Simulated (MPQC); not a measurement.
# F2 (SMILES FF): levels of theory compared

Aim: a comparison of 6 runs (HF/3-21G, HF/def2-SVP, HF/6-311+G**, B3LYP/6-31G*, PBE0/def2-SVP, SVWN5/6-31G*) of F2. 

The results are computed with MPQC 2.3.1.

2 further runs of the same task are left out: 2 set aside as unsound or not needed.

**1. The structure to begin with**

F2: 2 atoms, total charge 0, spin state singlet. SMILES: `FF`. The shape is that of a PBE0-D4/def2-TZVP optimisation.

Bond lengths: F1–F2 1.376 Å.

**2. Energy and forces at HF/3-21G (run 1)**

input.in

```
% F2
molecule<Molecule>: (
   symmetry = c1
   unit = bohr
   { atoms geometry } = {
      F  [ -1.10341108 0.40137783 -0.55746921 ]
      F  [ 1.10341108 -0.40137783 0.55746921 ]
   }
)
basis<GaussianBasisSet>: (
   name = "3-21G"
   molecule = $:molecule
   basisdir = "."
   puream = yes
)
mpqc: (
   checkpoint = no
   savestate = no
   restart = no
   do_energy = yes
   do_gradient = yes
   optimize = no
   mole<CLHF>: (
      molecule = $:molecule
      basis = $:basis
      total_charge = 0
      memory = 1000000000
      print_evals = yes
      print_npa = yes
      maxiter = 120
      value_accuracy = 1e-08
      guess_wavefunction<CLHF>: (
         molecule = $:molecule
         total_charge = 0
         memory = 1000000000
         value_accuracy = 1e-3
         basis<GaussianBasisSet>: (
            name = "STO-2G"
            molecule = $:molecule
         )
      )
   )
)
```

The basis set 3-21G is read from a file made from the Basis Set Exchange's data (not shown).

Launch:

```console
$ mpqc input.in > input.out
```

Log:

```text
MPQC: Massively Parallel Quantum Chemistry
[...]
  LUMO is    10   A =   0.159050
  total scf energy = -197.6434281121
[...]
Value of the MolecularEnergy: -197.6434281121
  Gradient of the MolecularEnergy:
      1    0.0279466609
      2   -0.0101659031
      3    0.0141193099
      4   -0.0279466609
      5    0.0101659031
      6   -0.0141193099
  Function Parameters:
    value_accuracy    = 4.391832e-09 (1.000000e-08) (computed)
    gradient_accuracy = 4.391832e-07 (1.000000e-06) (computed)
    hessian_accuracy  = 0.000000e+00 (1.000000e-04)
[...]
      symmetry = c1
[...]
```

Run time: 0.08 s. Hardware: 1 thread of Arm Neoverse V1, shared host.

**3. Energy and forces at HF/def2-SVP (run 2)**

job.in

```
molecule<Molecule>: (
   symmetry = c1
   unit = angstrom
   { atoms geometry } = {
      F  [ -0.583900 0.212400 -0.295000 ]
      F  [ 0.583900 -0.212400 0.295000 ]
   }
)
basis<GaussianBasisSet>: (
   name = "def2-SVP"
   molecule = $:molecule
   basisdir = "."
   puream = yes
)
mpqc: (
   checkpoint = no
   savestate = no
   restart = no
   do_energy = yes
   do_gradient = yes
   optimize = no
   mole<CLHF>: (
      molecule = $:molecule
      basis = $:basis
      total_charge = 0
      memory = 1000000000
      print_evals = yes
      print_npa = yes
      maxiter = 120
      value_accuracy = 1e-08
      guess_wavefunction<CLHF>: (
         molecule = $:molecule
         total_charge = 0
         memory = 1000000000
         value_accuracy = 1e-3
         basis<GaussianBasisSet>: (
            name = "STO-2G"
            molecule = $:molecule
         )
      )
   )
)
```

The basis set def2-SVP is read from a file made from the Basis Set Exchange's data (not shown).

Launch:

```console
$ mpqc job.in > job.out
```

Log:

```text
MPQC: Massively Parallel Quantum Chemistry
[...]
  LUMO is    10   A =   0.127850
  total scf energy = -198.5102479681
[...]
Value of the MolecularEnergy: -198.5102479681
  Gradient of the MolecularEnergy:
      1   -0.0316312462
      2    0.0115062111
      3   -0.0159808488
      4    0.0316312462
      5   -0.0115062111
      6    0.0159808488
  Function Parameters:
    value_accuracy    = 6.979111e-09 (1.000000e-08) (computed)
    gradient_accuracy = 6.979111e-07 (1.000000e-06) (computed)
    hessian_accuracy  = 0.000000e+00 (1.000000e-04)
[...]
      symmetry = c1
[...]
```

Wall time 0.14 s (1 thread of Arm Neoverse V1, shared host).

**4. Energy and forces at HF/6-311+G(d,p) (run 3)**

run.in

```
% F2
molecule<Molecule>: (
  symmetry = c1
  unit = angstrom
  { atoms geometry } = {
    F  [ -0.583900     0.212400    -0.295000 ]
    F  [ 0.583900    -0.212400     0.295000 ]
  }
)
basis<GaussianBasisSet>: (
  name = "6-311+G**"
  molecule = $:molecule
  basisdir = "."
  puream = yes
)
mpqc: (
  checkpoint = no
  savestate = no
  restart = no
  do_energy = yes
  do_gradient = yes
  optimize = no
  mole<CLHF>: (
    molecule = $:molecule
    basis = $:basis
    total_charge = 0
    memory = 1000000000
    print_evals = yes
    print_npa = yes
    maxiter = 120
    value_accuracy = 1e-08
    guess_wavefunction<CLHF>: (
      molecule = $:molecule
      total_charge = 0
      memory = 1000000000
      value_accuracy = 1e-3
      basis<GaussianBasisSet>: (
        name = "STO-3G"
        molecule = $:molecule
      )
    )
  )
)
```

The basis set 6-311+G** is read from a file made from the Basis Set Exchange's data (not shown).

Launch:

```console
$ mpqc run.in > run.out
```

Log:

```text
MPQC: Massively Parallel Quantum Chemistry
[...]
  LUMO is    10   A =   0.088478
  total scf energy = -198.7354158651
[...]
Value of the MolecularEnergy: -198.7354158651
  Gradient of the MolecularEnergy:
      1   -0.0344219234
      2    0.0125213505
      3   -0.0173907645
      4    0.0344219234
      5   -0.0125213505
      6    0.0173907645
  Function Parameters:
    value_accuracy    = 2.678681e-09 (1.000000e-08) (computed)
    gradient_accuracy = 2.678681e-07 (1.000000e-06) (computed)
    hessian_accuracy  = 0.000000e+00 (1.000000e-04)
[...]
      symmetry = c1
[...]
```

It took 0.64 s on 1 thread of Arm Neoverse V1, shared host.

Runs 4 to 5 aren't shown in full; the table further down has their settings and results.

**5. Energy and gradient at SVWN5/6-31G(d) (spherical functions) (run 6)**

input.in

```
molecule<Molecule>: (
    symmetry = c1
    unit = angstrom
    { atoms geometry } = {
        F  [ -0.583900 0.212400 -0.295000 ]
        F  [ 0.583900 -0.212400 0.295000 ]
    }
)
basis<GaussianBasisSet>: (
    name = "6-31G*"
    molecule = $:molecule
    basisdir = "."
    puream = yes
)
mpqc: (
    checkpoint = no
    savestate = no
    restart = no
    do_energy = yes
    do_gradient = yes
    optimize = no
    mole<CLKS>: (
        molecule = $:molecule
        basis = $:basis
        total_charge = 0
        memory = 1000000000
        print_evals = yes
        print_npa = yes
        maxiter = 120
        value_accuracy = 1e-08
        functional<StdDenFunctional>: ( name = "SVWN5" )
        integrator<RadialAngularIntegrator>: ( grid = xfine )
        guess_wavefunction<CLHF>: (
            molecule = $:molecule
            total_charge = 0
            memory = 1000000000
            value_accuracy = 1e-3
            basis<GaussianBasisSet>: (
                name = "STO-2G"
                molecule = $:molecule
            )
        )
    )
)
```

The basis set 6-31G* is read from a file made from the Basis Set Exchange's data (not shown).

Launch:

```console
$ mpqc input.in > input.out
```

Log:

```text
MPQC: Massively Parallel Quantum Chemistry
[...]
  Integrated electron density error = -0.000179154190
  iter     1 energy = -197.9719896793 delta = 2.24551e-01
  Integrated electron density error = 0.000040795777
  iter     2 energy = -198.0852377845 delta = 5.55481e-02
[...]
  Integrated electron density error = -0.000000125306
  iter    10 energy = -198.2286134936 delta = 2.37534e-07
  Integrated electron density error = -0.000000125306
  iter    11 energy = -198.2286134937 delta = 4.79265e-07
  Integrated electron density error = -0.000000125306
  iter    12 energy = -198.2286134937 delta = 2.70785e-08
[...]
  LUMO is    10   A =  -0.170248
  total scf energy = -198.2286134937
[...]
  Integrated electron density error = -0.000000125361
  Total Gradient:
[...]
Value of the MolecularEnergy: -198.2286134937
  Gradient of the MolecularEnergy:
      1    0.0111630103
      2   -0.0040606604
      3    0.0056405285
      4   -0.0111630103
      5    0.0040606604
      6   -0.0056405285
  Closed Shell Kohn-Sham (CLKS) Parameters:
    Function Parameters:
      value_accuracy    = 3.413881e-09 (1.000000e-08) (computed)
      gradient_accuracy = 3.413881e-07 (1.000000e-06) (computed)
      hessian_accuracy  = 0.000000e+00 (1.000000e-04)
[...]
        symmetry = c1
[...]
```

It took 1.1 s on 1 thread of Arm Neoverse V1, shared host.

**6. Overview of the runs**

| run | level | starting guess | integration grid | energy (Eh) | HOMO energy (eV) | LUMO energy (eV) | HOMO–LUMO gap (eV) | wall time |
| --- | --- | --- | --- | --- | --- | --- | --- | --- |
| 1 | HF/3-21G | STO-2G | – | -197.643428 | -17.27 | 4.33 | 21.60 | 0.08 s |
| 2 | HF/def2-SVP | STO-2G | – | -198.510248 | -18.00 | 3.48 | 21.48 | 0.14 s |
| 3 | HF/6-311+G** | STO-3G | – | -198.735416 | -18.13 | 2.41 | 20.54 | 0.64 s |
| 4 | B3LYP/6-31G* (spherical functions) | STO-3G | xfine | -199.494760 | -10.55 | -2.94 | 7.61 | 2 s |
| 5 | PBE0/def2-SVP | STO-3G | xfine | -199.155661 | -11.30 | -2.84 | 8.45 | 2.4 s |
| 6 | SVWN5/6-31G* (spherical functions) | STO-2G | xfine | -198.228613 | -8.54 | -4.63 | 3.91 | 1.1 s |

**7. Outcome**

| quantity | value |
| --- | --- |
| run 6: total energy | -198.22861 Eh |
| run 6: HOMO energy | -8.54 eV |
| run 6: LUMO energy | -4.63 eV |
| run 6: HOMO–LUMO gap | 3.91 eV |
| run 6: largest force on an atom | 0.676 eV/Å |

The HOMO–LUMO gap runs from 3.91 eV (SVWN5/6-31G*) to 21.60 eV (HF/3-21G). The two ends differ in method and basis. Totals of different functionals can't be ranked against each other. All runs together took 6.4 s, the longest 2.4 s.
